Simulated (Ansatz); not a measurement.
**BHF (doublet): from Hartree-Fock to the top rungs at a displaced geometry (v1), cc-pVDZ**

An exercise on one series of results from a longer session: the logs are not shown, and one member is left open.

Program: Ansatz 0.2.0, Gaussian basis. Level of theory: cc-pVDZ, core rule «outside noble gas», up to 2 orbitals frozen. These are calculated values, not measurements.

Plan: UHF; CCSD(T) on ROHF; CCSD(T) on UHF; BCCD(T) on ROHF; CISD as a restricted active space (open shells left free, so some higher excitations enter); CCSDT(Q) on ROHF; CCSDT(Q) on UHF.

31 further runs of the same task are left out: 12 for a known fault of the program, 8 that didn't finish, 11 set aside as unsound or not needed. Runs told in other sessions of the task aren't counted.

## What is computed

The geometry is a PBE0/def2-TZVP stationary point (not a proven minimum) with its atoms shifted at random (size 0.040 Å).

3 atoms, charge 0, spin multiplicity 2.

Atoms are counted from 1 here; the program's logs count them from 0.

Bond lengths: B1–F2 1.309 Å, B1–H3 1.204 Å. Angles: F2–B1–H3 118.5°.

Set-up of the first run:

Contents of in.yaml:

```yaml
crystal:
  periodic: [false, false, false]
  atoms:
    - {symbol: B, position_ang: [-0.001028, -0.184803, 0.766772]}
    - {symbol: F, position_ang: [-0.001861, 0.065709, -0.517634]}
    - {symbol: H, position_ang: [0.046103, 0.743628, 1.532471]}
basis:
  gaussian: {orbitals: cc-pVDZ}
magnetization: {spin_polarized: true, initial_magnetization: 1}
hamiltonian: {xc: hf}
output: {orbitals: {seedname: orbitals}}
```

Run with:

```bash
$ ansatz run in.yaml --threads 1 --pin off --events-out ev --progress --plain --max-ram 2393MiB
```

Steps of the session up to this table: UHF; CCSD(T) on ROHF; CCSD(T) on UHF; BCCD(T) on ROHF; CISD as a restricted active space (open shells left free, so some higher excitations enter); CCSDT(Q) on ROHF; CCSDT(Q) on UHF.

One table of the session follows, with a row left open; its other results are not shown here.

| method | from UCCSDT(Q) (meV) |
| --- | --- |
| ROHF | +7396.5 |
| UHF | +7362.8 |
| RMP2 | ? |
| UMP2 | +530.8 |
| CISD | +550.3 |
| RCCSD | +165.1 |
| UCCSD | +164.6 |
| RCCSD(T) | +26.7 |
| UCCSD(T) | +26.5 |
| BCCD(T) | +23.0 |
| RCCSDT | +12.4 |
| UCCSDT | +12.3 |
| RCCSDT(Q) | +3.0 |
| UCCSDT(Q) | 0 |

Estimate the missing values for RMP2.

**Answer.** from UCCSDT(Q) (meV): +537.9. In the column «from UCCSDT(Q) (meV)» it lies between UMP2 (+530.8) and CISD (+550.3).

Limits of these values: Restricted and unrestricted rows rest on different reference determinants; a gap between their highest levels can come from leftover correlation error, from unlike frozen cores or from another state.
